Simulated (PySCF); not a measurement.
Molecule: SMILES C=CCO, C₃H₆O.

Molfile (atoms numbered from 1):
```
C3H6O
     RDKit          3D

 10  9  0  0  0  0  0  0  0  0999 V2000
    1.5692    0.1742    0.0859 C   0  0  0  0  0  0  0  0  0  0  0  0
    0.4176   -0.4970    0.1238 C   0  0  0  0  0  0  0  0  0  0  0  0
   -0.8735   -0.0137   -0.4603 C   0  0  0  0  0  0  0  0  0  0  0  0
   -1.9187   -0.0194    0.4771 O   0  0  0  0  0  0  0  0  0  0  0  0
    1.6408    1.1526   -0.4020 H   0  0  0  0  0  0  0  0  0  0  0  0
    2.4845   -0.2265    0.5298 H   0  0  0  0  0  0  0  0  0  0  0  0
    0.3646   -1.4711    0.6265 H   0  0  0  0  0  0  0  0  0  0  0  0
   -1.1897   -0.6928   -1.2705 H   0  0  0  0  0  0  0  0  0  0  0  0
   -0.7248    0.9834   -0.9229 H   0  0  0  0  0  0  0  0  0  0  0  0
   -1.6454    0.5337    1.2168 H   0  0  0  0  0  0  0  0  0  0  0  0
  1  2  2  0
  2  3  1  0
  3  4  1  0
  1  5  1  0
  1  6  1  0
  2  7  1  0
  3  8  1  0
  3  9  1  0
  4 10  1  0
M  END
```

Geometry PBE0-D3(BJ)/def2-SVP throughout; GIAO in PySCF 2.14.0 with density-fitted response routines, gas phase, one conformer, non-relativistic; equivalent atoms averaged; functional PBE0.

Problem. How do the shifts δ (against TMS, H2O at the same level) depend on the basis set? (ppm; last column core-seconds on shared hosts with different chips, so compare them loosely)

Solution. 
```tsv
basis set	functions	C2	C1	C3	O4	H7	H6	H5	H8/H9	H10	core-s
STO-3G	26	112.7	106.6	56.4	0.5	5.59	5.27	5.05	2.58	-2.25	2.5
6-31G	48	136.7	117.2	64.4	30.1	6.55	5.50	5.59	4.32	-0.63	4.5
pcSseg-0	48	151.5	133.0	71.9	36.6	6.30	5.55	5.66	4.45	-1.02	5.1
6-31G*	68	133.9	113.8	64.1	28.6	6.24	5.12	5.21	4.10	-0.56	6
def2-SVP	86	140.0	116.9	64.1	38.9	6.11	5.08	5.21	3.92	-0.71	7.2
cc-pVDZ	86	141.2	117.1	65.6	42.5	6.17	5.17	5.32	4.03	-0.92	6.3
pcSseg-1	98	149.1	123.7	69.0	44.9	6.28	5.31	5.41	4.09	-0.22	5.6
6-311+G(2d,p)	144	147.9	120.8	67.5	43.2	6.43	5.32	5.41	4.06	-0.42	14
aug-cc-pVDZ	146	142.4	115.8	65.7	43.9	6.52	5.45	5.53	4.12	-0.24	15
def2-TZVP	160	149.4	122.0	69.2	45.2	6.44	5.32	5.42	4.05	-0.44	17
IGLO-III	200	153.2	125.0	70.2	44.8	6.44	5.34	5.42	4.07	-0.24	24
cc-pVTZ	204	147.6	121.4	68.5	45.7	6.39	5.32	5.42	4.05	-0.30	24
pcSseg-2	228	154.4	126.2	71.1	45.1	6.46	5.37	5.45	4.06	-0.02	16
```

Problem. Which nucleus moves most, in ppm?

Solution. O4 (alcohol oxygen): from 0.5 ppm with STO-3G to 45.7 ppm with cc-pVTZ. The smallest spread is 0.47 ppm, at H6. Proton shifts span only some 12 ppm, so a few tenths of a ppm matter as much there as several ppm in carbon.

Problem. Taking the largest basis, pcSseg-2 (228 functions), as the yardstick, rank the others by their worst heavy-atom deviation.

Solution. IGLO-III 1.3 ppm (200 functions), def2-TZVP 5.0 ppm (160 functions), pcSseg-1 5.3 ppm (98 functions), 6-311+G(2d,p) 6.5 ppm (144 functions), cc-pVTZ 6.8 ppm (204 functions), pcSseg-0 8.5 ppm (48 functions), aug-cc-pVDZ 12.0 ppm (146 functions), cc-pVDZ 13.2 ppm (86 functions), def2-SVP 14.5 ppm (86 functions), 6-31G 17.8 ppm (48 functions), 6-31G* 20.5 ppm (68 functions), STO-3G 44.6 ppm (26 functions).

A small basis that lands close on one nucleus may do so by chance; judge by the trend and by all nuclei.
